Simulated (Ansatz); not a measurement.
The input, for Ansatz 0.2.0:

```yaml
crystal:
  periodic: [false, false, false]
  atoms:
    - {symbol: O, position_ang: [0.000000, -0.542035, 1.840415]}
    - {symbol: Si, position_ang: [0.000000, 0.407289, 0.643977]}
    - {symbol: Si, position_ang: [0.000000, -0.052366, -1.604392]}
    - {symbol: H, position_ang: [0.000000, -1.285749, -2.452334]}
basis:
  gaussian: {orbitals: cc-pVDZ, fitting: {mean_field: def2-universal-jkfit}}
total_charge: 1
magnetization: {spin_polarized: true, initial_magnetization: 4}
hamiltonian: {xc: hf}
accuracy: high
output: {forces: true, orbitals: {seedname: orbitals}}
```

```sh
$ ansatz run in.yaml --threads 1 --pin off --events-out ev --progress --plain --max-ram 2393MiB
```

Problem. Roughly how long does this take on 1 thread of Arm Neoverse V2, shared host, and how much host memory?

Solution. 3 s wall and 0.09 GiB.

```
351 factors; integrals over basis functions are off by at most 3.5e-1 eV
mean field evaluation 1: about -17749.7835 eV, gradient 5.0e1 eV
mean field evaluation 2: about -17695.6880 eV, gradient 1.1e2 eV
mean field evaluation 4: about -17763.3776 eV, gradient 5.2e0 eV
mean field evaluation 8: about -17765.2972 eV, gradient 2.2e0 eV
mean field evaluation 16: about -17765.9709 eV, gradient 9.3e-5 eV
mean field evaluation 32: about -17765.7834 eV, gradient 6.0e-2 eV
mean field evaluation 64: about -17764.3920 eV, gradient 6.1e-1 eV
mean field evaluation 96: about -17765.7602 eV, gradient 8.5e-1 eV
mean field evaluation 128: about -17762.4430 eV, gradient 1.8e0 eV
mean field evaluation 160: about -17760.6954 eV, gradient 7.4e0 eV
mean field evaluation 192: about -17765.7824 eV, gradient 1.4e-3 eV
mean field evaluation 224: about -17765.9709 eV, gradient 6.9e-5 eV
mean field evaluation 256: about -17763.4259 eV, gradient 8.5e0 eV
mean field -17765.97093101 eV, -652.8873895072 hartree, gradient 1.8e-8 eV, S^2 6.024468; 9 other end points of the search recorded, 0 dependent functions left out
the calculation of the forces begins
reference -17765.97093101 eV, -652.8873895072 hartree; 20, 16 occupied and 35, 39 virtual orbitals, 351 factors
Total energy: -17765.97093101 eV, -652.8873895072 hartree
Atom 0 at     0.000000    -0.542035     1.840415 Å, force     0.000000    -4.591877     5.635840 eV/Å
Atom 1 at     0.000000     0.407289     0.643977 Å, force    -0.000000     4.392734    -6.121207 eV/Å
Atom 2 at     0.000000    -0.052366    -1.604392 Å, force     0.000000     0.014523     0.059829 eV/Å
Atom 3 at     0.000000    -1.285749    -2.452334 Å, force     0.000000     0.184620     0.425537 eV/Å
Dipole moment:     0.000000     0.243736    -0.348051 e Å
```

Forces (eV/Å):
```
O    0.000 -4.592  5.636
Si   0.000  4.393 -6.121
Si   0.000  0.015  0.060
H    0.000  0.185  0.426
```
